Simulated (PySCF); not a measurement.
Molecule: `C#CC(C)(C)C`, C6H10.

Bonds (- single, = double, # triple, : aromatic): C1#C2, C2-C3, C3-C4, C3-C5, C3-C6. C1 carries H7; C4 carries H8, H9, H10; C5 carries H11, H12, H13; C6 carries H14, H15, H16.

Geometry PBE0-D3(BJ)/def2-SVP throughout; GIAO in PySCF 2.14, gas phase, one conformer, non-relativistic; equivalent atoms averaged; basis pcSseg-1.

For orientation, B3LYP gives these absolute shieldings σ: C2 84.2, C1 108.3, C4/C5/C6 145.7, C3 150.2, H7 29.54, H8/H9/H10/H11/H12/H13/H14/H15/H16 30.15 ppm.

A run gave: C2 84.9, C1 106.1, C4/C5/C6 140.2, C3 140.2, H7 29.87, H8/H9/H10/H11/H12/H13/H14/H15/H16 30.38 ppm (absolute shieldings σ).

Which functional was used in that run?
A. KT3
B. LC-wPBE
C. BP86
D. WP04

## Answers

D. C3 tells them apart best: WP04 gives 140.2, KT3 gives 151.9, BP86 gives 149.2, LC-wPBE gives 164.1 ppm.
